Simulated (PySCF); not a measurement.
## Ionisation energy of Be by level of theory

Be [He] 2s2 (1S) → Be⁺ [He] 2s1 (2S), as a difference of total energies. All numbers are calculated (PySCF 2.14, the spin-free X2C one-electron Hamiltonian (Gaussian nucleus), in aug-cc-pVDZ-DK). Correlated levels: valence: 1s2 frozen. The calculations carry no spin-orbit coupling.

```csv
method,ionisation energy (eV),error (eV)
UHF,8.076,-1.247
PBE0,9.013,-0.310
BP86,9.151,-0.172
MP2 (valence),8.777,-0.546
SCS-MP2 (valence),8.917,-0.406
CCSD (valence),9.287,-0.036
```

Reference: 9.323 eV (measured; NIST Atomic Spectra Database, ionization energies).

Errors of the correlated levels include the incompleteness of this basis and the frozen core.

With two correlated electrons CCSD is exact in that space.
